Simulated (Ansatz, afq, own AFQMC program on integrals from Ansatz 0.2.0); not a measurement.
**Where AFQMC and coupled cluster stand for Ge₂, triplet**

```xyz
2

Ge    0.0000    0.0000    0.0000
Ge    0.0000    0.0000    2.3831
```

Basis cc-pVTZ. Only valence electrons are correlated. Integrals, coupled cluster, full CI and functionals: Ansatz 0.2.0; the random walks run on the same integrals in our own AFQMC program. The CISD trial takes its coefficients from CCSD amplitudes. Released means that phaseless walkers are propagated on without the constraint, phases kept. Free projection: walkers drawn from exp(T), propagated without any constraint. Its projection time is finite, and what remains of the start isn't in its error. Uncertainties: one standard error, sampling alone. No spin–orbit coupling.

Determinant: ROHF, the one that the program's search chose, which needn't be the lowest solution. The geometry is a PBE0/def2-TZVP stationary point of this or a neighbouring charge and spin state.

No full CI on the walks' own integrals is used here; CCSDT(Q) serves as the reference and is uncertain by about the last step of the cluster series.

Cautions: no relativity below Rb; no spin-orbit coupling; inner d shell frozen; the released energies have errors that jump between times, so the bars are unsure, so no released level is given (meV from the phaseless value at times in 1/Eh: -5.6 ± 1.9 at 0.24, 4 ± 17 at 0.51, -27.2 ± 1.8 at 0.99, 159 ± 175 at 1.62, -53 ± 17 at 2.40).

- T1 diagnostic: 0.0191
- weight of the determinant in the CISD state: 0.865
- size of the correlated space: 8 electrons in 58 orbitals

Reference: CCSDT(Q), correlation energy -5.080 eV.

```
        level  E − E(reference) (kcal/mol)  share of correlation (%)
           HF                       117.16                      0.00
          MP2                        23.43                     80.00
         CCSD                         7.55                     93.56
      CCSD(T)                         1.37                     98.83
        CCSDT                         0.45                     99.62
  ph-AFQMC/HF                  3.91 ± 0.53                     96.66
ph-AFQMC/CISD                  1.18 ± 0.05                     98.99
   free AFQMC                  0.12 ± 0.12                     99.90
```

Free projections are given only where their last times agree within the noise and don't stop above the reference; a slow remainder of the start can still hide under it. A walk keeps the symmetry of its determinant, which the program's search chose and which needn't be the lowest solution, so a lower state of the same spin and another symmetry isn't excluded.
